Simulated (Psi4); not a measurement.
Psi4 input (wB97X-D/6-311+G**):

```
memory 1500 MB

molecule {
-1 1
C     1.31248259   -0.40730475   -0.01581883
C     0.21233569    0.49170516   -0.00153984
O    -1.30999238   -0.17014658    0.01473458
H    -1.90838626    0.59467321    0.02300549
H     0.15861567    1.11525560    0.89952544
H     0.13796085    1.11854325   -0.89884804
H     1.48189181   -0.98851779    0.89309476
H     1.46094728   -0.98518403   -0.93050226
symmetry c1
no_reorient
no_com
}

set {
  basis 6-311+G**
  reference rks
  scf_type pk
  dft_radial_points 99
  dft_spherical_points 590
  e_convergence 1e-8
  d_convergence 1e-7
  maxiter 150
}

e = energy('wb97x-d')
print_out(f'\nFINAL {e:.10f} DIPOLE {variable("CURRENT DIPOLE")[0]:.6f} {variable("CURRENT DIPOLE")[1]:.6f} {variable("CURRENT DIPOLE")[2]:.6f}\n')
```

From the last part of the output:

```
      74A      2.819254    75A      2.884135    76A      2.907398
      77A      2.983574    78A      3.031117    79A      3.112925
      80A      3.138230    81A      3.234477    82A      3.303166
      83A      3.445986    84A      3.478738    85A      3.671085
      86A      3.988178    87A      4.056471    88A      4.133122
      89A      4.189481    90A      4.458983    91A      5.330527
      92A      5.470217    93A      5.832378    94A     24.145483
      95A     24.361939    96A     50.255521

    Final Occupation by Irrep:
              A
    DOCC [    13 ]
    NA   [    13 ]
    NB   [    13 ]

  @RKS Final Energy:  -154.37328980728202

   => Energetics <=

    Nuclear Repulsion Energy =             71.5369099243766442
    One-Electron Energy =                -356.6637220681822100
    Two-Electron Energy =                 145.4310192296351261
    DFT Exchange-Correlation Energy =     -14.6756519841041957
    Empirical Dispersion Energy =          -0.0018449090073632
    VV10 Nonlocal Energy =                  0.0000000000000000
    Total Energy =                       -154.3732898072820205

Computation Completed

Properties will be evaluated at   0.000000,   0.000000,   0.000000 [a0]

Properties computed using the SCF density matrix

 Multipole Moments:

 ------------------------------------------------------------------------------------
     Multipole            Electronic (a.u.)      Nuclear  (a.u.)        Total (a.u.)
 ------------------------------------------------------------------------------------

 L = 1.  Multiply by 2.5417464519 to convert [e a0] to [Debye]
 Dipole X            :         -1.0716761           -0.0000000           -1.0716762
 Dipole Y            :          0.8710948            0.0000001            0.8710949
 Dipole Z            :          0.0139009            0.0000000            0.0139010
 Magnitude           :                                                    1.3811189

 ------------------------------------------------------------------------------------

FINAL -154.3732898073 DIPOLE -1.071676 0.871095 0.013901

*** Psi4 exiting successfully. Buy a developer a beer!
```

The dipole moment of an ion depends on the origin.
